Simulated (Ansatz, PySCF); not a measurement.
Dissociation curve of SMILES CN (CH₅N). The N2–H7 bond (N2 also carries C, H; H7 carries nothing else) is stretched with both fragments frozen at the PBE0/def2-TZVP optimised geometry.

Methods: RHF/cc-pVTZ (Ansatz, a program for electronic structure); UCCSD = CCSD on UHF/cc-pVTZ, frozen core run with Ansatz; RMP2/6-31G* = restricted MP2 (frozen core)/6-31G*, spherical d (PySCF).

Energies are in mEh, each relative to the lowest point of its own curve near equilibrium.

```
R / Å    RHF  UCCSD  RMP2/6-31G*
-----  -----  -----  -----------
0.76    88.8   92.8        100.1
0.80    55.5   59.0         64.2
0.86    23.3   25.9         28.8
0.92     6.5    8.1          9.5
0.96     1.4    2.3          2.9
0.99     0.0    0.3          0.6
1.01     0.1    0.0          0.0
1.03     0.8    0.3          0.1
1.06     3.0    1.9          1.4
1.13    11.9    9.2          8.3
1.18    20.7   16.8         15.6
1.24    32.9   27.4         26.1
1.37    62.5   53.2         51.8
1.50    92.9   79.5         78.1
1.65   126.0  108.1        106.3
1.82   159.7  134.4        134.3
1.99   188.8  151.6        157.4
2.23   222.9  162.1        182.2
2.46   249.0  165.3        197.9
2.71   271.8  166.5        207.4
3.04   295.2  167.1        209.6
3.52   319.8  167.4        197.2
```

At the longest distance, 3.52 Å, RHF lies highest above its minimum (319.8 mEh) and UCCSD lowest (167.4 mEh).

The RMP2/6-31G* curve passes through a maximum at 3.04 Å and then falls by 12.4 mEh up to the last usable point.

The restricted form behind RHF, RMP2/6-31G* keeps the bonding electrons paired and can't separate into open-shell fragments. The unrestricted determinant behind UCCSD is spin-contaminated at 1.50 to 3.52 Å (<S²> up to 1.0, against 0.00 for a pure singlet).
